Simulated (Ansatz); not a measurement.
Conformers of C₇H₁₆, SMILES `CCCC(C)CC`, each relaxed with PBE0-D4/def2-TZVP in Ansatz. CBS adds the triple-zeta coupled-cluster correction to the MP2 limit.

Not all of them had a frequency check.

Conformer A:

Z-matrix (Å, degrees):
```
C
C 1 1.519
H 1 1.094 2 111.0
H 1 1.094 2 111.1 3 -119.5
H 1 1.093 2 111.7 3 120.2
C 2 1.520 1 112.5 3 59.8
H 2 1.094 1 109.2 3 -62.7
H 2 1.097 1 109.6 3 -178.6
C 6 1.527 2 115.4 1 175.7
H 6 1.099 2 109.3 1 -61.2
H 6 1.097 2 108.5 1 53.7
C 9 1.523 6 111.8 2 63.2
C 9 1.528 6 109.9 2 -172.1
H 9 1.100 6 107.6 2 -55.3
H 12 1.095 9 110.4 6 61.5
H 12 1.091 9 111.8 6 -58.4
H 12 1.092 9 111.8 6 -178.5
C 13 1.519 9 114.9 6 172.4
H 13 1.096 9 108.3 6 50.4
H 13 1.097 9 108.7 6 -64.3
H 18 1.092 13 111.0 9 -175.5
H 18 1.092 13 112.1 9 64.6
H 18 1.094 13 111.0 9 -55.8
```

Conformer B:

Z-matrix (Å, degrees):
```
C
C 1 1.520
H 1 1.094 2 111.0
H 1 1.093 2 111.8 3 -120.0
H 1 1.092 2 111.2 3 119.9
C 2 1.524 1 114.0 3 55.4
H 2 1.095 1 109.6 3 179.1
H 2 1.095 1 109.1 3 -65.7
C 6 1.528 2 116.2 1 59.3
H 6 1.097 2 108.6 1 -63.0
H 6 1.098 2 108.9 1 -178.0
C 9 1.522 6 111.7 2 58.2
C 9 1.528 6 109.6 2 -177.3
H 9 1.098 6 108.2 2 -60.7
H 12 1.092 9 111.8 6 -59.9
H 12 1.095 9 110.6 6 60.0
H 12 1.091 9 111.7 6 -180.0
C 13 1.519 9 114.8 6 171.5
H 13 1.096 9 108.3 6 49.5
H 13 1.097 9 108.8 6 -65.2
H 18 1.092 13 111.0 9 -175.9
H 18 1.094 13 111.0 9 -56.2
H 18 1.092 13 112.1 9 64.2
```

Conformer C:

```xyz
23

C    -1.616    1.587    2.228
C    -0.569    0.796    1.461
C    -1.117    0.236    0.156
C    -0.139   -0.586   -0.687
C     0.311   -1.849    0.035
C     1.043    0.254   -1.168
C     1.890   -0.419   -2.236
H    -1.215    1.986    3.162
H    -2.478    0.961    2.476
H    -1.983    2.431    1.636
H     0.292    1.440    1.257
H    -0.200   -0.020    2.090
H    -1.992   -0.386    0.382
H    -1.489    1.069   -0.454
H    -0.693   -0.900   -1.583
H    -0.547   -2.415    0.407
H     0.878   -2.510   -0.624
H     0.951   -1.614    0.890
H     1.678    0.514   -0.314
H     0.659    1.203   -1.561
H     1.281   -0.702   -3.100
H     2.679    0.248   -2.592
H     2.373   -1.324   -1.862
```

Which is lowest in electronic energy at CCSD(T)/CBS (frozen core, def2 sets), and by how much? (Best estimate.)

The calculation gave: A; B lies 1.3 kJ/mol higher, C lies 2.7 kJ/mol higher. Gaps under about 2 kJ/mol don't settle the order.

Give the energies relative to A (kJ/mol) with PBE-D4/def2-TZVPP, B3LYP-D4/def2-TZVPP, ωB97X-V/def2-TZVPP, ωB97M-V/def2-TZVPP, CCSD(T)/def2-TZVPP, HF/def2-QZVPP, HF/CBS(def2). (Best estimate.)

Ansatz gave: 
```tsv
level	B	C
PBE-D4/def2-TZVPP	1.4	2.8
B3LYP-D4/def2-TZVPP	1.2	2.4
ωB97X-V/def2-TZVPP	1.2	2.4
ωB97M-V/def2-TZVPP	0.9	2.5
CCSD(T)/def2-TZVPP	1.0	2.3
HF/def2-QZVPP	4.5	3.9
HF/CBS(def2)	4.5	3.9
```

B3LYP here is the variant with VWN-RPA as its local correlation; programs differ in this.
